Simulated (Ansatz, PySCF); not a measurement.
Process, species as SMILES: CSC + S (H2S) → 2 SC (CH4S) [methanethiol]

Quantity: bond separation energy (enthalpy at 298 K), in kcal/mol. Conventions: 6-31G* and kin with 6d, 5d where marked; frozen cores in correlated levels; spin-orbit terms left out; non-relativistic; no dispersion term unless named. CBS marks a two-point X^-3 extrapolation of the correlation energy; Hartree-Fock from the larger set. [CCSD(T)-MP2]/basis is that difference in the basis named. Ab initio and DFT rows: single points at B3LYP-D3(BJ) geometries (Ansatz, a first-principles code), with unscaled harmonic terms from B3LYP/6-31G* at its own minima.

Measured values: G2/97 table in ASE (Curtiss et al.); they hold spin-orbit and core effects, anharmonicity. 

Value to compare with, the measured value: 2.8 kcal/mol.

| level | program | bond separation energy (enthalpy at 298 K) (kcal/mol) | error |
|---|---|---|---|
| HF/STO-3G | Ansatz | 2.4 | -0.4 |
| PBE/STO-3G | Ansatz | 2.6 | -0.2 |
| PBE/6-31G* | Ansatz | 2.4 | -0.4 |
| B3LYP/3-21G | Ansatz | 1.2 | -1.6 |
| B3LYP/6-31+G* | Ansatz | 2.1 | -0.7 |
| B3LYP/6-31G** | Ansatz | 2.1 | -0.7 |
| M06-2X/6-31G* (5d) | PySCF | 2.7 | -0.1 |
| MP2/3-21G | Ansatz | 1.9 | -0.9 |
| B3PW91/6-31G* (5d) | PySCF | 2.1 | -0.7 |
| M06-2X/def2-TZVPD | PySCF | 2.8 | 0.0 |
| wB97X-V/def2-TZVPD | Ansatz | 2.9 | 0.1 |
| B2PLYP-D3(BJ)/def2-TZVPD | Ansatz + dftd3 | 2.9 | 0.1 |
| RI-MP2/CBS(aug-cc-pV(T+d)Z,aug-cc-pV(Q+d)Z)+[CCSD(T)-MP2]/aug-cc-pV(T+d)Z | Ansatz | 3.1 | 0.3 |

Among the 9 habitual levels, B3LYP/3-21G lies farthest from the measured value (-1.6 kcal/mol); 0 of 9 lie above it, and their mean absolute error is 0.6 kcal/mol, the median 0.7. One case shows no general order.

The levels are drawn from those run, B3LYP/6-31G* more often than the rest, none by its result; runs whose electronic state is in doubt are left out.
